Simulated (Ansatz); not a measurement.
Cartesian coordinates (Å):
SMILES: [F]
```xyz
1

F      0.0000     0.0000     0.0000
```
Charge 0, spin multiplicity 2.

Level of theory: frozen-core CCSD(T)/def2-TZVPP (Ansatz, a program for electronic structure).

```
Item                          Result
----------------------  ------------
HF energy               -99.41180 Ha
MP2 correlation energy   -0.19779 Ha
```

Estimate the CCSD correlation energy, the (T) correction, the total energy and the T1 diagnostic.


```json
{
  "CCSD correlation energy": "-0.20982 Ha",
  "(T) correction": "-0.00343 Ha",
  "CCSD(T) total energy": "-99.62506 Ha",
  "T1 diagnostic": "0.006"
}
```
